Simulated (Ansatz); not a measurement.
I need a composite energy at a relaxed geometry of H2NO, SMILES N[O]. Use the Ansatz DFT code, driven from Python. Settings (for the species named): r2SCAN, def2-SVP basis, multiplicity 2, D4 dispersion.

```tsv
atom	x (Å)	y (Å)	z (Å)
N	-0.0915	0.0066	0.3189
O	1.1913	-0.0171	-0.1113
H	-0.5606	-0.8325	-0.0895
H	-0.5392	0.8430	-0.1180
```

`h2no_composite.py`:
```python
# -*- coding: utf-8 -*-
"""Relax H2NO cheaply, then refine its energy."""

import itertools

import ansatz as az
from ase import Atoms
from ase.data import atomic_numbers, covalent_radii
import numpy as np

atoms = Atoms(["N", "O", "H", "H"], positions=[
    [-0.0915, 0.0066, 0.3189],
    [1.1913, -0.0171, -0.1113],
    [-0.5606, -0.8325, -0.0895],
    [-0.5392, 0.843, -0.118],
])
molecule = az.Crystal.molecule_from_ase(atoms)

model = (
    molecule.calculation()
    .basis(gaussian="def2-SVP")
    .functional("r2scan", dispersion="d4")
    .spin("collinear", total=1)
)
symbols = [site.symbol for site in molecule.cartesian_sites]
start = np.array([site.position_ang for site in molecule.cartesian_sites], dtype=float)
rep = model.relax(force_tolerance=0.01, max_steps=100).run(threads=1, pin="off").report
end = np.array(rep["positions_ang"])
# pairs closer than 1.2 times the sum of covalent radii, before or after
radius = [covalent_radii[atomic_numbers[s]] for s in symbols]
span = lambda where, i, j: np.linalg.norm(where[i] - where[j])
bonded = [(i, j) for i, j in itertools.combinations(range(len(symbols)), 2) if min(span(start, i, j), span(end, i, j)) < 1.2 * (radius[i] + radius[j])]
print("pair        before    after (A)")
for i, j in bonded:
    print(f"{symbols[i]}{i}-{symbols[j]}{j}".ljust(10), f"{span(start, i, j):8.4f} {span(end, i, j):8.4f}")

minimum = az.Crystal.molecule()
for symbol, place in zip(symbols, end):
    minimum = minimum.atom(symbol, place.tolist())
at_minimum = minimum.calculation().spin("collinear", total=1)
# MP2 extrapolated to the basis limit, plus the small-basis difference CCSD(T) - MP2
level = lambda method, basis: at_minimum.basis(gaussian=basis).correlation(method).run(threads=1, pin="off").report
small, large, cluster = level("mp2", "cc-pVDZ"), level("mp2", "cc-pVTZ"), level("ccsd_t", "cc-pVDZ")
corr = lambda each: (each["free_energy_ev"] - each["reference_energy_ev"]) / 27.211386246
mp2_limit = (27 * corr(large) - 8 * corr(small)) / 19
pieces = {"HF / cc-pVTZ": large["reference_energy_ev"] / 27.211386246, "MP2 correlation, DZ-TZ limit": mp2_limit, "CCSD(T) - MP2 / cc-pVDZ": corr(cluster) - corr(small)}
for name, value in pieces.items():
    print(f"{name:32s} {value:14.6f} Ha")
print(f"{'sum':32s} {sum(pieces.values()):14.6f} Ha")
print("T1 diagnostic", round(cluster["correlation"]["coupled_cluster"]["t1_diagnostic"], 4))
```

```console
$ python h2no_composite.py
pair        before    after (A)
N0-O1        1.3532   1.2665
N0-H2        1.0445   1.0267
N0-H3        1.0445   1.0267
HF / cc-pVTZ                        -130.446570 Ha
MP2 correlation, DZ-TZ limit          -0.463647 Ha
CCSD(T) - MP2 / cc-pVDZ               -0.029072 Ha
sum                                 -130.939289 Ha
T1 diagnostic 0.0222
```

What to keep in mind:
- These settings explore the input space; basis and method may be short of convergence.
- The sum leaves out core correlation, relativity, the Hartree-Fock basis error and zero-point energy; a DZ-TZ extrapolation is rough.
- The run takes the species as open-shell (spin multiplicity 2), which needn't be its ground state.
- Inner cores stay frozen, so this is valence correlation.
- An extrapolation from small basis sets is rough.
- Finished in 16 s on 1 thread of Arm Neoverse V1, with other jobs on the host, peak memory 0.2 GiB.
